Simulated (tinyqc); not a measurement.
G0W0 on RHF in the sto-6g basis, for H2O, spin multiplicity 1, step by step. One step of it, computed by the program tinyqc.

Task: Integrals over molecular orbitals. (pq|rs) = sum C_ip C_jq C_kr C_ls (ij|kl), one index at a time.

coefficients C:
```
              MO1        MO2        MO3        MO4       MO5        MO6        MO7
1O 1s    0.996575  -0.221287   0.000000   0.092630  0.000000  -0.128075   0.000000
1O 2s    0.016523   0.828364   0.000000  -0.520158  0.000000   0.953613   0.000000
1O 2px   0.000000   0.000000   0.000000   0.000000  1.000000   0.000000   0.000000
1O 2py   0.000000   0.000000   0.603518   0.000000  0.000000   0.000000   1.024860
1O 2pz   0.003296   0.132469   0.000000   0.805620  0.000000   0.703397   0.000000
2H 1s   -0.004034   0.157635   0.435634   0.257836  0.000000  -0.828711  -0.865005
3H 1s   -0.004034   0.157635  -0.435634   0.257836  0.000000  -0.828711   0.865005
```

core Hamiltonian H = T + V (hartree), lower triangle:
```
             1O 1s      1O 2s     1O 2px     1O 2py     1O 2pz      2H 1s      3H 1s
1O 1s   -33.072503
1O 2s    -7.311131  -9.280686
1O 2px    0.000000   0.000000  -7.501948
1O 2py    0.000000   0.000000   0.000000  -7.685003
1O 2pz   -0.019780  -0.217460   0.000000   0.000000  -7.587834
2H 1s    -1.890640  -3.925607   0.000000  -2.189337  -1.569286  -5.193471
3H 1s    -1.890640  -3.925607   0.000000   2.189337  -1.569286  -1.619578  -5.193471
```

Two-electron integrals (ij|kl) in chemists' order, unique and non-zero (hartree):
```
(11|11) 4.787491    (21|11) 0.675884    (21|21) 0.121505    (22|11) 1.117379
(22|21) 0.249212    (22|22) 0.817383    (31|31) 0.025762    (32|31) 0.039145
(32|32) 0.180664    (33|11) 1.117381    (33|21) 0.249212    (33|22) 0.817382
(33|33) 0.880663    (41|41) 0.025762    (42|41) 0.039145    (42|42) 0.180664
(43|43) 0.047461    (44|11) 1.117381    (44|21) 0.249212    (44|22) 0.817382
(44|33) 0.785741    (44|44) 0.880663    (51|51) 0.025762    (52|51) 0.039145
(52|52) 0.180664    (53|53) 0.047461    (54|54) 0.047461    (55|11) 1.117381
(55|21) 0.249212    (55|22) 0.817382    (55|33) 0.785741    (55|44) 0.785741
(55|55) 0.880663    (61|11) 0.185462    (61|21) 0.031937    (61|22) 0.064003
(61|33) 0.063863    (61|41) 0.001283    (61|42) 0.002497    (61|44) 0.064149
(61|51) 0.000879    (61|52) 0.001711    (61|54) 0.000196    (61|55) 0.063997
(61|61) 0.008557    (62|11) 0.424704    (62|21) 0.095920    (62|22) 0.345119
(62|33) 0.339592    (62|41) 0.006283    (62|42) 0.045101    (62|44) 0.350877
(62|51) 0.004304    (62|52) 0.030892    (62|54) 0.007729    (62|55) 0.344887
(62|61) 0.025304    (62|62) 0.176651    (63|31) 0.010989    (63|32) 0.060723
(63|43) 0.009441    (63|53) 0.006467    (63|63) 0.025887    (64|11) 0.242682
(64|21) 0.055619    (64|22) 0.213449    (64|33) 0.203668    (64|41) 0.014251
(64|42) 0.087521    (64|44) 0.229669    (64|51) 0.002234    (64|52) 0.018356
(64|54) 0.011343    (64|55) 0.207009    (64|61) 0.015395    (64|62) 0.132893
(64|64) 0.124966    (65|11) 0.166229    (65|21) 0.038097    (65|22) 0.146205
(65|33) 0.139506    (65|41) 0.002234    (65|42) 0.018356    (65|44) 0.144383
(65|51) 0.012520    (65|52) 0.073296    (65|54) 0.012781    (65|55) 0.154727
(65|61) 0.010545    (65|62) 0.091027    (65|64) 0.067866    (65|65) 0.072373
(66|11) 0.546361    (66|21) 0.125664    (66|22) 0.514049    (66|33) 0.493252
(66|41) 0.011328    (66|42) 0.108684    (66|44) 0.535718    (66|51) 0.007760
(66|52) 0.074445    (66|54) 0.029088    (66|55) 0.513176    (66|61) 0.033555
(66|62) 0.323371    (66|64) 0.278294    (66|65) 0.190622    (66|66) 0.774999
(71|11) 0.185462    (71|21) 0.031937    (71|22) 0.064003    (71|33) 0.063863
(71|41) -0.001283   (71|42) -0.002497   (71|44) 0.064149    (71|51) 0.000879
(71|52) 0.001711    (71|54) -0.000196   (71|55) 0.063997    (71|61) 0.008419
(71|62) 0.024399    (71|64) 0.013435    (71|65) 0.010159    (71|66) 0.031821
(71|71) 0.008557    (72|11) 0.424704    (72|21) 0.095920    (72|22) 0.345119
(72|33) 0.339592    (72|41) -0.006283   (72|42) -0.045101   (72|44) 0.350877
(72|51) 0.004304    (72|52) 0.030892    (72|54) -0.007729   (72|55) 0.344887
(72|61) 0.024399    (72|62) 0.143564    (72|64) 0.074116    (72|65) 0.071804
(72|66) 0.216557    (72|71) 0.025304    (72|72) 0.176651    (73|31) 0.010989
(73|32) 0.060723    (73|43) -0.009441   (73|53) 0.006467    (73|63) 0.020378
(73|73) 0.025887    (74|11) -0.242682   (74|21) -0.055619   (74|22) -0.213449
(74|33) -0.203668   (74|41) 0.014251    (74|42) 0.087521    (74|44) -0.229669
(74|51) -0.002234   (74|52) -0.018356   (74|54) 0.011343    (74|55) -0.207009
(74|61) -0.013435   (74|62) -0.074116   (74|64) -0.018253   (74|65) -0.036190
(74|66) -0.097885   (74|71) -0.015395   (74|72) -0.132893   (74|74) 0.124966
(75|11) 0.166229    (75|21) 0.038097    (75|22) 0.146205    (75|33) 0.139506
(75|41) -0.002234   (75|42) -0.018356   (75|44) 0.144383    (75|51) 0.012520
(75|52) 0.073296    (75|54) -0.012781   (75|55) 0.154727    (75|61) 0.010159
(75|62) 0.071804    (75|64) 0.036190    (75|65) 0.055749    (75|66) 0.118909
(75|71) 0.010545    (75|72) 0.091027    (75|74) -0.067866   (75|75) 0.072373
(76|11) 0.162994    (76|21) 0.037114    (76|22) 0.142922    (76|33) 0.139981
(76|44) 0.143016    (76|51) 0.002720    (76|52) 0.022464    (76|55) 0.145770
(76|61) 0.009667    (76|62) 0.071054    (76|64) 0.045997    (76|65) 0.041174
(76|66) 0.130578    (76|71) 0.009667    (76|72) 0.071054    (76|74) -0.045997
(76|75) 0.041174    (76|76) 0.034069    (77|11) 0.546361    (77|21) 0.125664
(77|22) 0.514049    (77|33) 0.493252    (77|41) -0.011328   (77|42) -0.108684
(77|44) 0.535718    (77|51) 0.007760    (77|52) 0.074445    (77|54) -0.029088
(77|55) 0.513176    (77|61) 0.031821    (77|62) 0.216557    (77|64) 0.097885
(77|65) 0.118909    (77|66) 0.339683    (77|71) 0.033555    (77|72) 0.323371
(77|74) -0.278294   (77|75) 0.190622    (77|76) 0.130578    (77|77) 0.774999
```

Give: one-electron integrals over orbitals h = C^T H C; Two-electron integrals over orbitals.

Result:

one-electron integrals over orbitals h = C^T H C (hartree), lower triangle:
```
          1        2        3        4        5        6        7
1  -33.0586
2    0.5677  -7.7434
3    0.0000   0.0000  -6.4580
4   -0.2315   0.4054   0.0000  -7.1201
5    0.0000   0.0000   0.0000   0.0000  -7.5019
6    0.3383  -1.4389   0.0000  -0.9855   0.0000  -5.3310
7    0.0000   0.0000  -1.7289   0.0000   0.0000   0.0000  -5.6566
```

Two-electron integrals over orbitals (pq|rs), unique and non-zero (hartree):
```
(11|11) 4.7611      (21|11) -0.4255     (21|21) 0.0616      (22|11) 1.0177
(22|21) -0.0138     (22|22) 0.7309      (31|31) 0.0112      (32|31) 0.0179
(32|32) 0.1475      (33|11) 0.8076      (33|21) -0.0041     (33|22) 0.6505
(33|33) 0.6416      (41|11) 0.1836      (41|21) -0.0234     (41|22) 0.0163
(41|33) 0.0060      (41|41) 0.0297      (42|11) -0.1231     (42|21) 0.0096
(42|22) 0.0084      (42|33) 0.0070      (42|41) 0.0199      (42|42) 0.1244
(43|31) -0.0033     (43|32) 0.0186      (43|43) 0.0450      (44|11) 1.0254
(44|21) -0.0138     (44|22) 0.6860      (44|33) 0.6082      (44|41) -0.0124
(44|42) -0.1052     (44|44) 0.8077      (51|51) 0.0267      (52|51) 0.0323
(52|52) 0.1447      (53|53) 0.0293      (54|51) -0.0130     (54|52) -0.0449
(54|54) 0.0561      (55|11) 1.1171      (55|21) -0.0112     (55|22) 0.7496
(55|33) 0.6345      (55|41) 0.0045      (55|42) -0.0630     (55|44) 0.7407
(55|55) 0.8807      (61|11) -0.2668     (61|21) 0.0413      (61|22) -0.0025
(61|33) -2.02e-04   (61|41) -0.0027     (61|42) 0.0201      (61|44) -0.0191
(61|55) -0.0063     (61|61) 0.0359      (62|11) 0.3281      (62|21) -0.0082
(62|22) 0.1449      (62|33) 0.0758      (62|41) 0.0187      (62|42) 0.0204
(62|44) 0.0996      (62|55) 0.1631      (62|61) 0.0042      (62|62) 0.1032
(63|31) 0.0030      (63|32) -0.0450     (63|43) -0.0272     (63|63) 0.0745
(64|11) 0.1963      (64|21) -0.0009     (64|22) 0.0896      (64|33) 0.0402
(64|41) 0.0037      (64|42) -0.0191     (64|44) 0.1113      (64|55) 0.1046
(64|61) 0.0017      (64|62) 0.0619      (64|64) 0.0593      (65|51) 0.0168
(65|52) 0.0619      (65|54) -0.0032     (65|65) 0.0398      (66|11) 0.8051
(66|21) -0.0076     (66|22) 0.6136      (66|33) 0.5745      (66|41) 0.0220
(66|42) 0.0618      (66|44) 0.5484      (66|55) 0.5876      (66|61) 0.0068
(66|62) 0.0942      (66|64) 0.0424      (66|66) 0.5971      (71|31) 0.0162
(71|32) 0.0239      (71|43) -0.0050     (71|63) 0.0040      (71|71) 0.0234
(72|31) 0.0139      (72|32) 0.0394      (72|43) -0.0323     (72|63) 0.0357
(72|71) 0.0189      (72|72) 0.0610      (73|11) 0.3653      (73|21) -0.0074
(73|22) 0.1392      (73|33) 0.0929      (73|41) -0.0011     (73|42) -0.0715
(73|44) 0.1674      (73|55) 0.1890      (73|61) -0.0069     (73|62) 0.0798
(73|64) 0.0695      (73|66) 0.0371      (73|73) 0.1494      (74|31) -0.0095
(74|32) -0.0747     (74|43) 0.0063      (74|63) 0.0429      (74|71) -0.0133
(74|72) -0.0171     (74|74) 0.0655      (75|53) 0.0238      (75|75) 0.0246
(76|31) 0.0100      (76|32) 0.1037      (76|43) 0.0441      (76|63) -0.0692
(76|71) 0.0135      (76|72) -0.0086     (76|74) -0.0568     (76|76) 0.1204
(77|11) 0.8865      (77|21) -0.0096     (77|22) 0.6298      (77|33) 0.6175
(77|41) 0.0037      (77|42) -0.0146     (77|44) 0.6186      (77|55) 0.6317
(77|61) -0.0059     (77|62) 0.0725      (77|64) 0.0385      (77|66) 0.5688
(77|73) 0.0981      (77|77) 0.6272
```
